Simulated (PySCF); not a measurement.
# Gas-phase XPS of `CC(=S)C#N`, computed

Compound: C3H3NS.
Numbering: `[CH3:1][C:2](=[S:3])[C:4]#[N:5]`

Cartesian coordinates in Å at the PBE0-D3(BJ)/def2-SVP level; atoms count from 1:
```xyz
8
C3H3NS angstrom
C     -1.0068   -0.1069    0.1474
C      0.2454    0.6390   -0.1832
S      0.3460    2.2405   -0.4424
C      1.4402   -0.1586   -0.2714
N      2.3978   -0.8107   -0.3410
H     -0.8932   -0.6240    1.1148
H     -1.1917   -0.8877   -0.6091
H     -1.8590    0.5817    0.1898
```

Theory: delta-SCF UKS SCAN, pcX-2 on the ionised atom, pcseg-1 elsewhere, spin-free X2C (PySCF 2.14.0). These are vertical core ionisation energies against the vacuum level, from separate self-consistent calculations with and without the core hole.

Question: Give the core binding energies atom by atom.

Answer: 
```csv
atom(s),bonded to,level,binding energy (eV),above the level's lowest (eV),count
C1,C and 3 H,C 1s,291.95,0.00,1
C4,N (triple bond) and C,C 1s,292.74,+0.79,1
N5,C (triple bond),N 1s,405.53,0.00,1
S3,C (double bond),S 1s,2477.37,0.00,1
```

The listed C 1s values span 0.79 eV, from C1 (bonded to C and 3 H) to C4 (bonded to N (triple bond) and C).

Question: Which photon wavelength matches the C 1s of C1 threshold?

Answer: λ = hc/E = 12398.42 eV Å / 291.95 eV = 42.468 Å.

Question: Which photon energy gives electrons from C 1s of C1 a kinetic energy of 200 eV, and what is their de Broglie wavelength?

Answer: hν = 291.95 + 200 = 491.95 eV, recoil neglected; λ = 12.264 Å/√(E/eV) = 0.87 Å.

The list is incomplete; no value stands for C 1s of C2 (hole states with ⟨S²⟩ of 1 or more are left out). The unrestricted hole states depart most from a pure doublet (⟨S²⟩ = 0.75; over 0.85 named) for C 1s of C4 (0.87) and N 1s of N5 (0.88), which makes these values less certain. Geometry: PBE0-D3(BJ)/def2-SVP; no solvent, vibrations or thermal averaging.

The run took 30 s on an Arm Neoverse V1 with one thread (shared host).
